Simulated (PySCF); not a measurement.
**Basis-set dependence of excited states**

Species: C3H4F2.
SMILES: `F/C=C/CF`

TDDFT with PBE0 (PySCF), vertical singlets, core orbitals frozen in the response, spherical d and f functions. The structure is a single PBE0-D3(BJ)/def2-SVP conformer in the gas phase; no vibrational or solvent corrections.

Compare 6-31G*, def2-SVP, 6-31+G*, def2-SVPD, aug-cc-pVDZ, def2-TZVP and def2-TZVPD for this molecule.

| basis | functions | diffuse | S1 (eV) | S2 (eV) | S3 (eV) | S4 (eV) | S5 (eV) | LUMO (eV) | α (au) |
| --- | --- | --- | --- | --- | --- | --- | --- | --- | --- |
| 6-31G* | 78 | no | 7.88 | 8.15 | 8.74 | 9.14 | 9.33 | 0.82 | 32.0 |
| def2-SVP | 90 | no | 7.77 | 7.81 | 8.66 | 8.78 | 9.18 | 0.49 | 32.7 |
| 6-31+G* | 98 | yes | 6.75 | 7.02 | 7.36 | 7.38 | 7.85 | 0.22 | 37.0 |
| def2-SVPD | 138 | yes | 7.09 | 7.41 | 7.47 | 7.93 | 8.40 | 0.16 | 39.7 |
| aug-cc-pVDZ | 151 | yes | 6.40 | 6.81 | 7.10 | 7.19 | 7.32 | -0.02 | 40.5 |
| def2-TZVP | 179 | no | 7.45 | 7.49 | 8.01 | 8.52 | 8.65 | 0.28 | 37.7 |
| def2-TZVPD | 227 | yes | 6.70 | 7.05 | 7.34 | 7.40 | 8.01 | 0.17 | 40.7 |

States are compared by their number. Against the largest diffuse basis here (def2-TZVPD, itself not a converged limit), sets without diffuse functions differ by up to 1.18 eV in S1 and 1.32 eV in S5; the smaller diffuse sets differ by up to 0.39 and 0.69 eV. State by state, the largest deviation of a set without diffuse functions is S1 1.18, S2 1.10, S3 1.40, S4 1.75, S5 1.32 eV. The same number needn't mean the same state in each row. Against def2-TZVPD the polarisability deviates by -21% in 6-31G*, -20% in def2-SVP, -9% in 6-31+G*, -2% in def2-SVPD, 0% in aug-cc-pVDZ, -7% in def2-TZVP. A single + in a Pople set puts diffuse functions on heavy atoms only.
